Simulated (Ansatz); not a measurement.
Geometry optimisation, RKS PBE/def2-SVP (Ansatz).

Input:

```yaml
crystal:
  periodic: [false, false, false]
  atoms:
    - { symbol: Li, position_ang: [-2.18442, 0.23371, 0.57275] }
    - { symbol: Si, position_ang: [-0.39772, -0.77907, -0.67334] }
    - { symbol: C, position_ang: [0.48657, 0.40663, 0.30514] }
    - { symbol: H, position_ang: [0.59748, -1.48573, -1.52417] }
    - { symbol: H, position_ang: [1.55114, 0.5846, 0.29847] }
    - { symbol: H, position_ang: [-1.4338, -1.60822, -1.23249] }
basis:
  gaussian: { orbitals: def2-SVP }
hamiltonian:
  xc: pbe
relax:
  f_tol: 0.02
  max_steps: 50
```

Launched with:

```bash
$ ansatz run input.yaml --threads 1 --pin off --max-ram 2048MiB --backend cpu --events-out ev --progress --plain --runs-dir out
```

Question: Where does it end, and by what steps?

Answer: It converged. After 7 steps the energy has fallen by 2.933 eV; H5 moved furthest, 0.49 Å. Joined: Li1–C3.

```tsv
step	energy less start (eV)	largest force component (eV/Å)	accepted
0	0.0000	5.354	yes
1	-1.8064	3.034	yes
2	-2.7536	0.919	yes
3	-2.8879	0.653	yes
4	-2.9165	0.310	yes
5	-2.9233	0.217	yes
6	-2.9330	0.035	yes
7	-2.9332	0.020	yes
```

```xyz
6
Properties=species:S:1:pos:R:3
Li -1.763 0.370 0.660
Si -0.080 -0.936 -0.868
C 0.112 0.331 0.291
H 0.765 -1.774 -1.808
H 1.125 0.730 0.491
H -1.540 -1.370 -1.020
```

Time of the run: 9.2 s on 1 thread of Intel(R) Xeon(R) Platinum 8488C (Sapphire Rapids), with other jobs on the host, peak memory 0.14 GiB.
